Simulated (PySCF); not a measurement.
Saddle point of SiH₅F, singlet (SiH₃F ([F][SiH3]) + H₂ → SiH₄ + HF; bonds formed: Si1–H7, F2–H6; bonds broken: Si1–F2, H6–H7), PBE0-D4/def2-TZVP structure:

```
7
angstrom
Si -0.4070 -0.2136 -0.0614
F 1.4127 -0.4277 0.5698
H -0.1677 -1.2832 -1.0512
H -1.5262 0.5867 -0.6526
H -0.8942 -0.5726 1.2857
H 1.1340 0.6705 0.1482
H 0.4484 1.2397 -0.2385
```

Energies are electronic, without zero-point energy. Barriers and step energies count from the start structure reached by relaxing down the imaginary mode; all methods use the PBE0-D4 structures, on which another method's saddle can fall below an end. Computed with PySCF 2.14 with density fitting (its default auxiliary sets; JK sets also for MP2 and CCSD(T)) (basis: def2-TZVPP, with def2-QZVPP for the basis limit); correlated methods freeze the cores. B3LYP uses VWN-RPA correlation. Extrapolation: Hartree–Fock as exp(−7.88 √X), correlation as X^−2.97.

```
   method  barrier (kcal/mol)  step energy (kcal/mol)
    SPW92               40.36                   19.70
   PBE-D4                   ?                   21.55
r2SCAN-D4                   ?                   24.86
  PBE0-D4               53.59                   21.81
 B3LYP-D4               57.77                   24.32
 BHLYP-D4               62.90                   25.11
  wB97M-V                   ?                   24.41
       HF               75.72                   26.38
      MP2               59.75                   25.01
     CCSD               62.39                   23.67
  CCSD(T)               60.05                   23.60
```

**Question.** Fill in the withheld barriers. (Judge from chemistry; the value comes from the calculation.)

**Answer.** By the calculation: wB97M-V 57.04; PBE-D4 49.04; r2SCAN-D4 54.15 kcal/mol. Each is the energy of the saddle less that of the start structure, by the same method.

For comparison, the barrier by CCSD(T) at an estimated basis limit (MP2 extrapolated from triple and quadruple zeta, plus CCSD(T) − MP2 in triple zeta) is 59.63 kcal/mol.

No T1 diagnostic of these runs exceeds 0.014.

Labels in which every atom is bracketed show which atoms are joined, not bond orders.

For scale, one of the runs: CCSD(T)/def2-TZVPP, 143 basis functions, launched by `OMP_NUM_THREADS=4 python run.py`. Time: 38 s of wall clock on 4 CPU threads of an INTEL XEON PLATINUM 8581C; the host was shared. Peak host memory: 0.79 GiB.
